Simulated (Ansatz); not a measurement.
Write a Python script for Ansatz 0.2.0, Python API that makes a geometry optimisation of C2H5FN2, SMILES FC1NCN1. Settings: Hartree-Fock, cc-pVDZ basis, multiplicity 1.

```yaml
atoms:
  - { symbol: F, position_ang: [0.3050, -0.9249, -1.8775] }
  - { symbol: C, position_ang: [0.6284, -0.2231, -0.7835] }
  - { symbol: N, position_ang: [-0.3501, 0.8323, -0.4484] }
  - { symbol: C, position_ang: [-0.0939, 0.4446, 0.9578] }
  - { symbol: N, position_ang: [0.1597, -0.8909, 0.4087] }
  - { symbol: H, position_ang: [1.6860, 0.0933, -0.7726] }
  - { symbol: H, position_ang: [-1.2017, 0.5942, -0.8059] }
  - { symbol: H, position_ang: [-1.0386, 0.5030, 1.5599] }
  - { symbol: H, position_ang: [0.6553, 0.9458, 1.5372] }
  - { symbol: H, position_ang: [-0.6670, -1.4254, 0.2273] }
```

The script, `opt_c2h5fn2.py`:
```python
import argparse
import itertools

import ansatz as az
from ase import Atoms
from ase.data import atomic_numbers, covalent_radii
import numpy as np

parser = argparse.ArgumentParser(description='Relax the C2H5FN2 molecule.')
parser.add_argument('--basis-set', default='cc-pVDZ', help='basis')
parser.add_argument('--xc', default='hf', help='exchange-correlation functional')
args = parser.parse_args()

atoms = Atoms(['F', 'C', 'N', 'C', 'N', 'H', 'H', 'H', 'H', 'H'], positions=[
    (0.305, -0.9249, -1.8775),
    (0.6284, -0.2231, -0.7835),
    (-0.3501, 0.8323, -0.4484),
    (-0.0939, 0.4446, 0.9578),
    (0.1597, -0.8909, 0.4087),
    (1.686, 0.0933, -0.7726),
    (-1.2017, 0.5942, -0.8059),
    (-1.0386, 0.503, 1.5599),
    (0.6553, 0.9458, 1.5372),
    (-0.667, -1.4254, 0.2273),
])
molecule = az.Crystal.molecule_from_ase(atoms)

setup = (
    molecule.calculation()
    .basis(gaussian=args.basis_set)
    .functional(args.xc)
)
symbols = [site.symbol for site in molecule.cartesian_sites]
start = np.array([site.position_ang for site in molecule.cartesian_sites], dtype=float)
report = setup.relax(force_tolerance=0.005).run(threads=1, backend='cpu').report
end = np.array(report['positions_ang'])

print(f'E = {report["free_energy_ev"]:.6f} eV = {report["free_energy_ev"] / 27.211386246:.7f} Ha')
print('converged:', report['converged'], ' doubts:', report['published_state_doubts'] or 'none')

radius = [covalent_radii[atomic_numbers[s]] for s in symbols]
span = lambda where, i, j: np.linalg.norm(where[i] - where[j])
bonded = [(i, j) for i, j in itertools.combinations(range(len(symbols)), 2) if min(span(start, i, j), span(end, i, j)) < 1.2 * (radius[i] + radius[j])]
print('pair        before    after (A)')
for i, j in bonded:
    print(f'{symbols[i]}{i}-{symbols[j]}{j}'.ljust(10), f'{span(start, i, j):8.4f} {span(end, i, j):8.4f}')

charges = report['charge_distribution']
print('dipole moment', round(4.803205 * float(np.linalg.norm(charges['dipole_moment_e_ang'])), 3), 'D')
print('Mulliken:', [(s, round(q, 3)) for s, q in zip(symbols, charges['mulliken_charges_e'])])
with open('c2h5fn2_opt.xyz', 'w') as handle:
    handle.write(f'{len(symbols)}\nrelaxed C2H5FN2\n')
    handle.writelines(f'{s:2s} {x:11.6f} {y:11.6f} {z:11.6f}\n' for s, (x, y, z) in zip(symbols, end))
```

```console
$ python opt_c2h5fn2.py
E = -7808.546942 eV = -286.9588073 Ha
converged: True  doubts: none
pair        before    after (A)
F0-C1        1.3394   1.3778
C1-N2        1.4777   1.4323
C1-N4        1.4446   1.4324
C1-H5        1.1040   1.0867
N2-C3        1.4810   1.4679
N2-H6        0.9538   1.0036
C3-N4        1.4661   1.4680
C3-H7        1.1218   1.0947
C3-H8        1.0715   1.0892
N4-H9        1.0010   1.0036
dipole moment 1.343 D
Mulliken: [('F', -0.36), ('C', 0.56), ('N', -0.382), ('C', 0.251), ('N', -0.382), ('H', 0.036), ('H', 0.105), ('H', 0.027), ('H', 0.04), ('H', 0.105)]
```

It writes `c2h5fn2_opt.xyz`:
```text
10
relaxed C2H5FN2
F    -0.388876   -0.922324   -1.574352
C     0.536591   -0.263062   -0.795187
N     0.059320    1.011459   -0.348688
C    -0.304095    0.380077    0.925706
N     0.555393   -0.749721    0.551867
H     1.465465   -0.289522   -1.358673
H    -0.685589    1.394645   -0.901476
H    -1.365700    0.134634    1.030651
H     0.032638    0.925277    1.806397
H     0.177953   -1.672564    0.666756
```

What to keep in mind:
- These settings explore the input space; basis and method may be short of convergence.
- The end point is the stationary point reached from this start; no frequency run checks that it is a minimum, and the basis set is modest.
- Timing: 36 s on 1 thread of Arm Neoverse V1, with other jobs on the host, peak memory 0.25 GiB.

(A comment or docstring line of the script was reworded after the run, the code is as it ran.)
